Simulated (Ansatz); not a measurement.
Input file:

```yaml
crystal:
  periodic: [false, false, false]
  atoms:
    - {symbol: N, position_ang: [0.101610, -0.030372, 1.792122]}
    - {symbol: Al, position_ang: [-0.063283, 0.085557, 0.024585]}
    - {symbol: N, position_ang: [0.013351, -0.169188, -1.668575]}
    - {symbol: H, position_ang: [0.096484, 0.482891, -2.374971]}
basis:
  gaussian: {orbitals: STO-3G}
magnetization: {spin_polarized: false}
hamiltonian: {xc: hf}
output: {forces: true, orbitals: {seedname: orbitals}}
```

```sh
$ ansatz run in.yaml --threads 1 --pin off --events-out ev --progress --plain --max-ram 2393MiB
```

Output:

```
238 factors; integrals over basis functions are off by at most 3.1e-5 eV
mean field evaluation 1: about -9433.0514 eV, gradient 3.1e1 eV
mean field evaluation 2: about -9433.0732 eV, gradient 3.1e1 eV
mean field evaluation 4: about -9436.9432 eV, gradient 6.0e0 eV
mean field evaluation 8: about -9437.1805 eV, gradient 1.8e-1 eV
mean field evaluation 16: about -9437.1823 eV, gradient 1.3e-5 eV
mean field evaluation 32: about -9436.9984 eV, gradient 9.3e-1 eV
mean field evaluation 64: about -9437.1704 eV, gradient 3.3e-1 eV
mean field evaluation 96: about -9437.0118 eV, gradient 9.9e-1 eV
mean field -9437.18234674 eV, -346.8100544909 hartree, gradient 3.9e-6 eV, S^2 0.000000; 3 other end points of the search recorded, 0 dependent functions left out
the calculation of the forces begins
reference -9437.18234674 eV, -346.8100544909 hartree; 14, 14 occupied and 6, 6 virtual orbitals, 238 factors
Total energy: -9437.18234674 eV, -346.8100544909 hartree
Atom 0 at     0.101610    -0.030372     1.792122 Å, force     0.063866    -0.329205     1.267896 eV/Å
Atom 1 at    -0.063283     0.085557     0.024585 Å, force     0.208690     0.519758    -6.046732 eV/Å
Atom 2 at     0.013351    -0.169188    -1.668575 Å, force    -0.558110    -4.005126     7.216383 eV/Å
Atom 3 at     0.096484     0.482891    -2.374971 Å, force     0.285554     3.814573    -2.437548 eV/Å
Dipole moment:    -0.055923     0.312748     0.345182 e Å
```

Forces (eV/Å):
```
N    0.064 -0.329  1.268
Al   0.209  0.520 -6.047
N   -0.558 -4.005  7.216
H    0.286  3.815 -2.438
```

Ran on 1 thread of Arm Neoverse V2, shared host: 0.18 s wall, 0.06 GiB peak host memory.
